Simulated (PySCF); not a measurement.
Chlorine monofluoride, ClF.
SMILES: `ClF`

Method used: PBE0/pcSseg-1 in PySCF (dipole) on a GFN2-xTB geometry, gas phase.

Masses are those of the commonest isotopes; rigid-rotor values at the optimised geometry. 

Question: What are the moment of inertia and the rotational constant?

Answer: I = 34.813 u·Å², B = 505379 MHz·u·Å²/I = 14517 MHz (0.4842 cm⁻¹, or 0.697 K as hB/k). For two atoms I = μr² with μ = 12.3103 u and r = 1.6816 Å.

Question: List the first levels of a rigid rotor in a Σ state.

Answer: E(J) = BJ(J+1): J = 1: 0.968, J = 2: 2.905, J = 3: 5.811, J = 4: 9.685, J = 5: 14.527, J = 6: 20.338 cm⁻¹.

Question: Where do the first rotational lines fall?

Answer: The dipole is 1.18 D; J+1 ← J lies at 2B(J+1): 1 ← 0 at 29.03 GHz, 2 ← 1 at 58.07 GHz, 3 ← 2 at 87.10 GHz, 4 ← 3 at 116.14 GHz, 5 ← 4 at 145.17 GHz, 6 ← 5 at 174.21 GHz.

Question: Estimate the classical rotational partition function at 10 K, 100 K and 298.15 K.

Answer: Point group C∞v, symmetry number σ = 1; q = kT/(σhB), k/h = 20836.6 MHz/K: 14.4 at 10 K, 144 at 100 K, 428 at 298.15 K.

No GFN2-xTB frequencies stand behind this structure, so it isn't proved a minimum. No vibrational averaging or centrifugal distortion is included, and the geometry carries the error of its method.
